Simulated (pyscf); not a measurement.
Elementary routes open to `[NH2][Ti]([Cl])([Cl])[Cl]` + `[OH][SiH3]` in the gas phase (singlet surface):
A. `[NH2][Ti]([Cl])([Cl])[O][SiH3]` + `[ClH]` (Cl–Ti, H–O broken; O–Ti, Cl–H formed)
B. `[NH3]` + `[SiH3][O][Ti]([Cl])([Cl])[Cl]` (N–Ti, H–O broken; H–N, O–Ti formed)

Structures and frequencies: ωB97X-D3(BJ)/def2-SVP in PySCF.

**Question.** Rank the routes by free-energy barrier at 600 K, lowest first, for ωB97M-D3(BJ)/def2-TZVP energies (ideal gas, 1 atm, RRHO with modes under 100 cm⁻¹ raised to 100, one conformer, R ln 2 for chiral ones without a mode under 150 cm⁻¹).

**Answer.** B (1.21 eV), A (1.42 eV)

Route B is the fastest of these, ahead of the next by 0.21 eV. The most stable products are those of B (ΔG = -0.59 eV), so kinetics and thermodynamics agree. At 1200 K B is still the fastest. A: On the reactant side the descent ends in an adduct with a O–Ti contact (not fully relaxed), 0.61 eV under the separated species and 0.82 eV under the saddle at ωB97X-D3(BJ)/def2-TZVP. On the product side the descent ends in a complex (not fully relaxed), 0.19 eV under the separated species and 0.47 eV under the saddle at ωB97X-D3(BJ)/def2-TZVP. B: On the reactant side the descent ends in an adduct with a O–Ti contact, 0.61 eV under the separated species and 0.51 eV under the saddle at ωB97X-D3(BJ)/def2-TZVP. On the product side the descent ends in an adduct with a N–Ti contact, 0.89 eV under the separated species and 1.66 eV under the saddle at ωB97X-D3(BJ)/def2-TZVP. Only these routes are compared; each barrier is that of the saddle found, and lower ones may exist.
